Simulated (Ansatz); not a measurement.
A structure relaxed at PBE-D4/def2-TZVP in Ansatz, charge 0, singlet:

```xyz
6

B    -0.353    0.398   -0.016
C     0.642   -0.729    0.042
O     1.400   -1.584    0.074
H     0.266    1.337   -0.483
H    -0.715    0.581    1.129
H    -1.240   -0.003   -0.746
```

Question: Give its formula, name or SMILES and point group.

Answer: B(CO)H3 (CH₃BO). Point group C3v (tolerance 0.1 Å).

Question: Summarise the bond lengths by kind (pairs closer than 1.2 times the sum of covalent radii, bridged metal pairs left out).

Answer: 1 × B–C 1.50 Å; 1 × C–O 1.14 Å; 3 × B–H 1.22 Å.
